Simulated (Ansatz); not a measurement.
Hydrogen chloride (`Cl`), relaxed with RKS PBE0-D4/def2-TZVP in Ansatz from a GFN2-xTB geometry. The force threshold is 0.005 eV/Å; the program also tests the step.

Total charge 0; spin multiplicity 1.

Start:

```xyz
2

Cl   -0.042    0.509    0.383
H     0.042   -0.509   -0.383
```

Question: By how much does the energy fall, and how many steps does the optimiser take? (An estimate is asked.)

Answer: Ansatz gave: 0.00 kcal/mol, in 2 steps.

Question: Which bonds change most? (Estimate.)

Answer: The calculation gave: Cl1–H2 from 1.277 to 1.279 Å.

Question: Give the relaxed structure. (Best estimate.)

Answer: The calculation gave: 
```xyz
2

Cl   -0.042    0.510    0.384
H     0.042   -0.510   -0.384
```
